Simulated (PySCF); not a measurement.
## GeH2, quintet: the ladder up to full CI

Geometry: that of the GeH2, triplet, kept fixed. The singlet lies 8.1 eV lower here.

```xyz
3

Ge    0.0000   -0.0208    0.0000
H     0.0000    0.7490   -1.3344
H     0.0000    0.7490    1.3344
```

Basis cc-pVDZ; PySCF 2.14.0. Only valence electrons are correlated (noble-gas cores and the filled d shells of p-block atoms frozen), which leaves 6 electrons in 23 orbitals. Prefix R: restricted or restricted open-shell reference; prefix U: unrestricted. No spin–orbit coupling is included, and no scalar relativity.

Full CI is exact within this basis and frozen core; it isn't the basis-set limit. The frozen core follows each run's orbitals, which can shift R against U totals by a few meV for light atoms and by up to 0.1 eV past Ca.

The UHF ⟨S²⟩ is 6.006, the T1 diagnostic (ROHF- or RHF-based CCSD) is 0.0213 and the largest doubles amplitude (ROHF- or RHF-based CCSD) is 0.101.

```csv
level,E − E(full CI) (kcal/mol),share of correlation (%),wall time
RHF,53.07,0.00,–
RMP2,13.38,74.79,–
RCCSD,1.72,96.75,–
RCCSD(T),0.44,99.16,0.65 s
RCCSDT,0.07,99.86,6.2 s
```

The correlation energy at full CI, counted from RHF, is -2.301 eV. Full CI, over all symmetries tried, took 31 s on 1 thread of Arm Neoverse V1, shared host; the state has 194,380 determinants.

Run but not shown, since their state, orbitals or frozen core can't be matched to the reference's or they repeat it: UHF, UMP2, UCCSD, UCCSD(T).

Times are those of the correlated step on a shared host, with one SCF added for the restricted CCSD run; they ran on 1 thread of Arm Neoverse V1.

The full-CI state has the irrep A2 of C2v, in the program's axes.

Natural occupations of full CI about the gap: 1.927 1.021 0.990 0.988 0.974 0.035 0.009 0.009 0.009 0.008; effectively unpaired electrons, Σ n²(2−n)², 4.02.
